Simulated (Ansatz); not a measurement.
A calculation with Ansatz (development build ahead of 0.2.0).

```yaml
crystal:
  periodic: [false, false, false]
  atoms:
    - { symbol: H, position_ang: [0.03972, -0.00555, -0.68989] }
    - { symbol: F, position_ang: [0.00207, 0.00515, 0.03608] }
basis:
  gaussian: { orbitals: def2-SVP }
hamiltonian:
  xc: hf
```

The input is written out in the form of the current development build from the run's settings.

Results

```yaml
Converged: yes
Total_energy: -99.87049 hartree
Spin_squared_of_the_determinant: 0.000
```

Caution: no unrestricted run beside it, a lower state can exist.
